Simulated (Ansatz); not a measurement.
Corundum (α-Al2O3) was calculated with r²SCAN (Ansatz, a program for electronic structure, plane waves, PAW).

Settings: plane-wave cutoff 600 eV, 6×6×6 k mesh, finite displacements, scalar-relativistic PAW data made under PBE.

Cell (measured lattice):

```cif
data_Al4O6
_chemical_formula_sum 'Al4 O6'
_space_group_name_H-M_alt 'P 1'
_space_group_IT_number 1
_cell_length_a 5.12692
_cell_length_b 5.12692
_cell_length_c 5.12692
_cell_angle_alpha 55.281
_cell_angle_beta 55.281
_cell_angle_gamma 55.281
loop_
_space_group_symop_operation_xyz
  'x, y, z'
loop_
_atom_site_label
_atom_site_type_symbol
_atom_site_fract_x
_atom_site_fract_y
_atom_site_fract_z
_atom_site_occupancy
Al1 Al 0.14808 0.14808 0.14808 1
Al2 Al 0.64808 0.64808 0.64808 1
Al3 Al 0.85192 0.85192 0.85192 1
Al4 Al 0.35192 0.35192 0.35192 1
O1 O 0.25000 0.94363 0.55637 1
O2 O 0.55637 0.25000 0.94363 1
O3 O 0.75000 0.05637 0.44363 1
O4 O 0.05637 0.44363 0.75000 1
O5 O 0.44363 0.75000 0.05637 1
O6 O 0.94363 0.55637 0.25000 1
```

Task: Estimate the high-frequency dielectric constant (mean over three axes) and dielectric constant ε0 (ions relaxed) (mean over three axes) that the calculation returns.

Result: 
- high-frequency dielectric constant (mean over three axes) = 3.06
- dielectric constant ε0 (ions relaxed) (mean over three axes) = 9.92

Measured, for comparison: high-frequency dielectric constant 3.1 (temperature not stated, no zero-point or thermal correction, mean; as tabulated in Skone et al. (2014), arXiv:1501.03184); static dielectric constant 10.1 (temperature not stated, no zero-point or thermal correction, mean of the two values across and the one along c; as tabulated in Stokey et al. (2021), arXiv:2108.12058). Computed (rounded) less measured: high-frequency dielectric constant -1 %, static dielectric constant -2 %.

Note: the cell isn't this level's own, so it is under some stress, which shifts stiffness and frequencies.

Computing time: roughly 7 core-minutes.
